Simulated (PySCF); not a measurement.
nitrogen dioxide (NO₂), SMILES N(=O)[O], multiplicity 2.

Geometry optimised at TPSSh-D3(BJ)/def2-TZVP.

All values below come from TPSSh-D3(BJ)/def2-TZVP (PySCF).

Harmonic, unscaled wavenumbers; measured fundamentals usually lie a few per cent lower.

Computed harmonic wavenumbers and intensities:
```json
[
 {"mode": "1", "ν (cm⁻¹)": "759", "IR (km/mol)": "6.1", "moving atoms (share of kinetic energy)": "O 62 %, N 38 %"},
 {"mode": "2", "ν (cm⁻¹)": "1375", "IR (km/mol)": "0.2", "moving atoms (share of kinetic energy)": "O 69 %, N 31 %"},
 {"mode": "3", "ν (cm⁻¹)": "1683", "IR (km/mol)": "386.2", "moving atoms (share of kinetic energy)": "N 66 %, O 34 %"}
]
```
